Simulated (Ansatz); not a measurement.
**SiNH₂ (quartet): the correlation ladder at a displaced geometry (v2), cc-pVDZ**

One table from this session's results is given with a row withheld; the runs are named, their logs left out.

Program: Ansatz 0.2.0, Gaussian basis. Level of theory: cc-pVDZ, core rule «outside noble gas», up to 6 orbitals frozen. These are calculated values, not measurements.

To be run: UHF; CCSD(T) on ROHF; CCSD(T) on UHF; BCCD(T) on ROHF; CISD as a restricted active space (open shells left free, so some higher excitations enter); CCSDT(Q) on ROHF; CCSDT(Q) on UHF; CASSCF and MRCISD+Q, 11 electrons in 10 orbitals; CASSCF and NEVPT2, 11 electrons in 10 orbitals.

20 further runs of the same task are left out: 2 for a known fault of the program, 6 that didn't finish, 12 set aside as unsound or not needed. Runs told in other sessions of the task aren't counted.

### The system

The geometry is a PBE0/def2-TZVP stationary point (not a proven minimum) with its atoms shifted at random (size 0.100 Å).

4 atoms, charge 0, spin multiplicity 4.

Atoms are counted from 1 here; the program's logs count them from 0.

Bond lengths: Si1–N2 1.722 Å, N2–H3 1.038 Å, N2–H4 0.938 Å. Angles: Si1–N2–H3 120.3°, Si1–N2–H4 122.6°, H3–N2–H4 113.3°.

Coordinates:

```xyz
4

Si    0.0545   -0.0003    0.6469
N    -0.1104    0.0081   -1.0675
H    -0.0338   -0.8772   -1.6048
H     0.0493    0.7732   -1.5866
```

The first run:

Input file in.yaml:

```yaml
crystal:
  periodic: [false, false, false]
  atoms:
    - {symbol: Si, position_ang: [0.054491, -0.000297, 0.646913]}
    - {symbol: N, position_ang: [-0.110383, 0.008077, -1.067496]}
    - {symbol: H, position_ang: [-0.033763, -0.877153, -1.604827]}
    - {symbol: H, position_ang: [0.049346, 0.773189, -1.586613]}
basis:
  gaussian: {orbitals: cc-pVDZ}
magnetization: {spin_polarized: true, initial_magnetization: 3}
hamiltonian: {xc: hf}
output: {orbitals: {seedname: orbitals}}
```

Started as:

```bash
$ ansatz run in.yaml --threads 1 --pin off --events-out ev --progress --plain --max-ram 2393MiB
```

Among the steps run: UHF; CCSD(T) on ROHF; CCSD(T) on UHF; BCCD(T) on ROHF; CISD as a restricted active space (open shells left free, so some higher excitations enter); CCSDT(Q) on ROHF; CCSDT(Q) on UHF; CASSCF and MRCISD+Q, 11 electrons in 10 orbitals; CASSCF and NEVPT2, 11 electrons in 10 orbitals.

One of the session's tables, all rows but one given; the rest of the session is left out.

| method | from UCCSDT(Q) (kJ/mol) |
| --- | --- |
| ROHF | +628.5 |
| UHF | +624.7 |
| RMP2 | +70.7 |
| UMP2 | +70.2 |
| CISD | +54.0 |
| RCCSD | +18.5 |
| UCCSD | +18.4 |
| RCCSD(T) | +3.1 |
| UCCSD(T) | +3.1 |
| BCCD(T) | +3.2 |
| RCCSDT | +1.5 |
| UCCSDT | +1.4 |
| RCCSDT(Q) | +0.1 |
| UCCSDT(Q) | 0 |
| CASSCF valence | ? |
| NEVPT2 valence | +101.6 |
| MRCISD valence | +28.4 |
| MRCISD+Q valence | +4.5 |

Q: Estimate the row for CASSCF valence from the others.

The run gave: from UCCSDT(Q) (kJ/mol): +433.3. In the column «from UCCSDT(Q) (kJ/mol)» it lies between NEVPT2 valence (+101.6) and UHF (+624.7).

Caveats from the session: Restricted and unrestricted rows rest on different reference determinants; a gap between their highest levels can come from leftover correlation error, from unlike frozen cores or from another state.
